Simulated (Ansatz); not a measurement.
**CHB (triplet): the correlation ladder at distance B1–C2 = 4.951 Å, 6-31G**

How much of the correlation energy of CHB (triplet) does each wave-function method recover here?

The runs use Ansatz 0.2.0, Gaussian basis; 6-31G, core rule «outside noble gas», up to 2 orbitals frozen.

Plan: UHF; CCSD(T) on ROHF; CCSD(T) on UHF; BCCD(T) on ROHF; CISD; CCSDT(Q) on ROHF; CCSDT(Q) on UHF; CISDTQ; CCSDTQ on ROHF; CCSDTQ on UHF; CASSCF and MRCISD+Q, 4 electrons in 4 orbitals; CASSCF and NEVPT2, 4 electrons in 4 orbitals; CASSCF and MRCISD+Q, 8 electrons in 9 orbitals; CASSCF and NEVPT2, 8 electrons in 9 orbitals; Full CI.

18 further runs of the same task are left out: 15 that didn't finish, 3 set aside as unsound or not needed.

## 1. The system

The geometry derives from a PBE0/def2-TZVP stationary point (not a proven minimum). One bond is set to the value named and the two fragments are kept rigid.

3 atoms, charge 0, spin multiplicity 3.

Atoms are counted from 1 here; the program's logs count them from 0.

Bond lengths: B1–H3 1.179 Å.

## 2. UHF

The input, in.yaml:

```yaml
crystal:
  periodic: [false, false, false]
  atoms:
    - {symbol: B, position_ang: [0.000000, 0.000000, 1.257429]}
    - {symbol: C, position_ang: [0.000000, 0.000000, -3.693571]}
    - {symbol: H, position_ang: [0.000000, 0.000000, 2.436141]}
basis:
  gaussian: {orbitals: 6-31G}
magnetization: {spin_polarized: true, initial_magnetization: 2}
hamiltonian: {xc: hf}
output: {orbitals: {seedname: orbitals}}
```

The run is started by

```console
> ansatz run in.yaml --threads 1 --pin off --events-out ev --progress --plain --max-ram 2393MiB
```

After this run come: CCSD(T) on ROHF; CCSD(T) on UHF; BCCD(T) on ROHF; CISD; CCSDT(Q) on ROHF; CCSDT(Q) on UHF; CISDTQ; CCSDTQ on ROHF; CCSDTQ on UHF; CASSCF and MRCISD+Q, 4 electrons in 4 orbitals; CASSCF and NEVPT2, 4 electrons in 4 orbitals; CASSCF and MRCISD+Q, 8 electrons in 9 orbitals; CASSCF and NEVPT2, 8 electrons in 9 orbitals; Full CI.

Q: Predict the results of all the runs planned. Wanted: FCI below the RHF energy; RMP2 from FCI; UMP2 from FCI; RCCSD from FCI; RCCSD(T) from FCI; UCCSD(T) from FCI; RCCSDT(Q) from FCI; UCCSDT(Q) from FCI; NEVPT2 pair from FCI.

The runs gave:

| quantity | value |
| --- | --- |
| FCI below the RHF energy | -2.7129 eV |
| RMP2 from FCI | +24.18 kcal/mol |
| UMP2 from FCI | +24.98 kcal/mol |
| RCCSD from FCI | +0.94 kcal/mol |
| RCCSD(T) from FCI | +0.29 kcal/mol |
| UCCSD(T) from FCI | +0.32 kcal/mol |
| RCCSDT(Q) from FCI | +0.01 kcal/mol |
| UCCSDT(Q) from FCI | +0.01 kcal/mol |
| NEVPT2 pair from FCI | +19.88 kcal/mol |
| MRCISD+Q pair from FCI | -1.06 kcal/mol |
| NEVPT2 valence from FCI | +7.83 kcal/mol |
| levels within 1 kcal/mol (43 meV) | RCCSD, UCCSD, RCCSD(T), UCCSD(T), BCCD(T), RCCSDT, UCCSDT, CISDTQ, RCCSDT(Q), UCCSDT(Q), RCCSDTQ, UCCSDTQ, MRCISD valence, MRCISD+Q valence |
| T1 diagnostic | 0.012 |
| effectively unpaired electrons | 2.12 |

**Reading.** RCCSD(T) lands +0.29 kcal/mol from the yardstick (0.5 % of the correlation energy). MRCISD+Q pair, MRCISD+Q valence fall below full CI: the +Q correction isn't variational, and the cores differ from full CI's. One determinant dominates. Of the multireference levels listed MRCISD+Q valence comes nearest in total energy (-0.05 kcal/mol), which doesn't show that its space is the better one. These misses are within one basis, not against nature; the frozen cores of restricted and unrestricted runs differ, which can shift their rows.
